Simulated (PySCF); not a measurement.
Simulated C 1s region for `[H]/N=C(/C=C)CN`, binding energy against the vacuum level.

Every computed line was given a Gaussian of 0.7 eV full width at half maximum and an area set by the number of equivalent atoms; the highest printed point is 100. Computed with PySCF, delta-SCF UKS SCAN, pcX-2 on the ionised atom, pcseg-1 elsewhere, spin-free X2C.

| binding energy (eV) | intensity |
| --- | --- |
| 289.3 | 0 |
| 289.4 | 0 |
| 289.5 | 1 |
| 289.6 | 3 |
| 289.7 | 7 |
| 289.8 | 13 |
| 289.9 | 22 |
| 290.0 | 35 |
| 290.1 | 51 |
| 290.2 | 67 |
| 290.3 | 80 |
| 290.4 | 87 |
| 290.5 | 88 |
| 290.6 | 81 |
| 290.7 | 69 |
| 290.8 | 54 |
| 290.9 | 40 |
| 291.0 | 30 |
| 291.1 | 25 |
| 291.2 | 29 |
| 291.3 | 40 |
| 291.4 | 57 |
| 291.5 | 76 |
| 291.6 | 92 |
| 291.7 | 100 |
| 291.8 | 97 |
| 291.9 | 84 |
| 292.0 | 65 |
| 292.1 | 45 |
| 292.2 | 28 |
| 292.3 | 15 |
| 292.4 | 8 |
| 292.5 | 3 |
| 292.6 | 1 |
| 292.7 | 0 |

How many maxima does the curve show, and how many computed lines lie under it?

The curve has 2 maxima (at 290.5 and 291.7 eV). Under it lie 4 lines from 4 inequivalent carbon sites. At this width some lines have no maximum of their own.

Decompose the envelope and assign each component. Numbering: `[H]/[N:4]=[C:3](/[CH:2]=[CH2:1])[CH2:5][NH2:6]`.

| position (eV) | relative area | line | atoms | environment |
| --- | --- | --- | --- | --- |
| 290.31 | 1 | C 1s | C1 | terminal =CH2 carbon |
| 290.61 | 1 | C 1s | C2 | alkene CH carbon |
| 291.71 | 1 | C 1s | C3 | imine carbon |
| 291.74 | 1 | C 1s | C5 | sp3 carbon bound to nitrogen |

Lowest listed C 1s: C1, bonded to C (double bond) and 2 H. Highest, 1.43 eV above it: C5, bonded to N, C and 2 H. Summing the Pauling electronegativity differences to the bonded atoms, each weighted by its formal bond order, gives -0.70 for the lowest site and -0.21 for the highest; the largest sum, +0.98, belongs to C3, 0.03 eV below the top. The values 291.71 and 291.74 eV lie too close for their order to be trusted.

The curve has no shake-up lines and no vibrational structure. The unrestricted hole states depart most from a pure doublet (⟨S²⟩ = 0.75; over 0.85 named) for C 1s of C2 (0.86) and C 1s of C3 (0.91), which makes these values less certain. One conformer (not necessarily the lowest) at the GFN2-xTB geometry, without solvent, vibrations or thermal averaging.

The values belong to the conformer `[H]/[N:4]=[C:3](/[CH:2]=[CH2:1])[CH2:5][NH2:6]`: C1–C2–C3–N4 -173°, C2–C3–C5–N6 171°, H–N6–C5–C3 -69°, H–N6–C5–C3 171°.
